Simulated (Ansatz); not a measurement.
# BClHS radical: up Jacob's ladder to CCSD(T)

How much do the methods differ for BClHS radical? The plan is to run it at one geometry with functionals of several rungs and with coupled cluster. The yardstick is the atomisation energy at the CCSD(T) limit.

Program: Ansatz 0.2.0, Gaussian basis. Level of theory: functionals in def2-TZVPP, the program's frozen cores in correlated methods. These are calculated values, not measurements.

Levels to be run: LDA (SPW92), PBE-D4, revPBE-D4, BLYP-D4, r2SCAN-D4, B97M-V, PBE0-D4, B3LYP-D4, r2SCANh-D4, r2SCAN0-D4, HSE06-D4, BHLYP-D4, CAM-B3LYP-D4, LC-ωPBE, ωB97X-V, ωB97M-V, B2PLYP, PBE-QIDH; CCSD(T)/def2-SVP; CCSD(T)/def2-TZVPP; MP2/def2-QZVPP; extrapolation to the limit; RPA on PBE.

## Step 1: The relaxed structure

An earlier PBE0-D4 in a triple-zeta def2 set relaxation fixed the geometry.

SMILES `S[B]Cl`, 4 atoms, charge 0, spin multiplicity 2.

Atoms are counted from 1 here; the program's logs count them from 0.

Bond lengths: S1–B2 1.766 Å, S1–H4 1.344 Å, B2–Cl3 1.722 Å. Angles: B2–S1–H4 96.3°, S1–B2–Cl3 124.8°.

## Step 2: LDA

This LDA is Slater exchange with PW92 correlation.

The input, in.yaml:

```yaml
crystal:
  periodic: [false, false, false]
  atoms:
    - {symbol: S, position_ang: [0.566404, -0.789096, 0.531380]}
    - {symbol: B, position_ang: [-0.299625, 0.475703, -0.345787]}
    - {symbol: Cl, position_ang: [-2.014144, 0.616038, -0.427313]}
    - {symbol: H, position_ang: [1.802864, -0.362945, 0.221420]}
basis:
  gaussian: {orbitals: def2-TZVPP}
magnetization: {spin_polarized: true, initial_magnetization: 1}
hamiltonian: {xc: lda}
output: {orbitals: {seedname: orbitals}}
```

The runs that follow: PBE-D4 (GGA); revPBE-D4 (GGA); BLYP-D4 (GGA); r2SCAN-D4 (meta-GGA); B97M-V (meta-GGA); PBE0-D4 (hybrid); B3LYP-D4 (hybrid); r2SCANh-D4 (hybrid); r2SCAN0-D4 (hybrid); HSE06-D4 (hybrid); BHLYP-D4 (hybrid); CAM-B3LYP-D4 (range-separated); LC-ωPBE-D4 (range-separated); ωB97X-V (range-separated); ωB97M-V (range-separated); B2PLYP (double hybrid); PBE-QIDH (double hybrid); CCSD(T) in def2-SVP; CCSD(T) in def2-TZVPP; MP2 in def2-QZVPP; RPA on PBE orbitals.

Q: Predict the results of all the runs planned. Wanted: atomisation energy, CCSD(T)/CBS; farthest beyond LDA; mean size of error, GGA; mean size of error, meta-GGA; mean size of error, hybrid; mean size of error, range-separated; mean size of error, double hybrid; gap, smallest and largest; T1 diagnostic.

The runs gave:

| quantity | value |
| --- | --- |
| atomisation energy, CCSD(T)/CBS | 12.074 eV |
| functionals within 0.060 eV (0.5 %) | B2PLYP |
| farthest beyond LDA | PBE-D4 (+0.747 eV) |
| mean size of error, GGA | 0.420 eV |
| mean size of error, meta-GGA | 0.571 eV |
| mean size of error, hybrid | 0.356 eV |
| mean size of error, range-separated | 0.148 eV |
| mean size of error, double hybrid | 0.147 eV |
| gap, smallest and largest | 1.50 eV (LDA (SPW92)), 9.30 eV (LC-ωPBE) |
| T1 diagnostic | 0.0162 |
| triples share of the correlation energy | 4.6 % |

**Reading.** The LDA atomisation energy is off by 2.396 eV (20 %): it overbinds. PBE-D4 is off by +0.747 eV. Double hybrids carry the basis error of their MP2 part in triple zeta, and no dispersion term here, so their miss is partly the set-up's. By mean error the best rung here is double hybrid (0.147 eV) and the worst beyond LDA is meta-GGA (0.571 eV). The gap between the best rungs is small, so their order is not settled. Misses under about 0.060 eV are within the doubt on the reference itself, which lacks core-valence correlation, relativity and higher excitations. Hartree-Fock recovers 74 % of the binding; the rest is correlation. CCSD(T) in def2-SVP is off by -0.697 eV, worse than the median functional, from the basis alone. Orbital gaps span 1.5 to 9.3 eV; exact exchange widens them.
